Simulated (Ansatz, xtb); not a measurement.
## BH6NSi: where a starting geometry ends

The starting geometry of this gas-phase singlet was built from a drawn formula by distance geometry and a force field; its bonds are those of `B[NH2+][SiH2-]`.

```csv
atom,x (Å),y (Å),z (Å)
B,-1.0716,-0.8681,0.3945
N,-0.4599,-1.2015,-0.9705
Si,-1.5998,-0.8690,-2.2710
H,-1.2334,-1.7249,1.2023
H,-1.5047,0.2662,0.6232
H,-0.1249,-2.2013,-0.9552
H,0.4374,-0.5706,-1.0769
H,-2.7828,-1.8208,-2.1417
H,-0.9542,-1.0616,-3.5393
```

Q: Predict what it relaxes into with r2SCAN-D4/def2-SVP.

A: It rearranges to `[BH2-]1[NH2+][SiH2]1`. Contacts that close: B1–Si3 (2.72 → 1.99 Å).

The energy falls by 2.59 eV over 15 steps:

```tsv
step	E − E(last) (eV)
1	2.590
3	1.224
4	1.003
6	0.531
7	0.276
9	0.034
10	0.023
12	0.001
13	0.001
15	0.000
```

Final geometry (Å):

```yaml
atoms:
  - { symbol: B, position_ang: [-1.3081, -0.7067, 0.0450] }
  - { symbol: N, position_ang: [-0.2321, -1.4115, -0.9102] }
  - { symbol: Si, position_ang: [-1.8568, -1.0521, -1.8350] }
  - { symbol: H, position_ang: [-1.7650, -1.4532, 0.8788] }
  - { symbol: H, position_ang: [-1.0255, 0.4366, 0.3171] }
  - { symbol: H, position_ang: [0.0140, -2.3801, -0.7128] }
  - { symbol: H, position_ang: [0.6003, -0.8797, -1.1589] }
  - { symbol: H, position_ang: [-2.2844, -2.3873, -2.3559] }
  - { symbol: H, position_ang: [-1.4363, -0.2176, -3.0027] }
```

From the same start GFN2-xTB reaches the same bonding as this run.

No frequencies were run, so the end isn't proven a minimum. Run with Ansatz 0.2.0, 65 s on 1 thread of Intel(R) Xeon(R) Processor @ 2.50GHz (Skylake/Cascade Lake) (shared host).
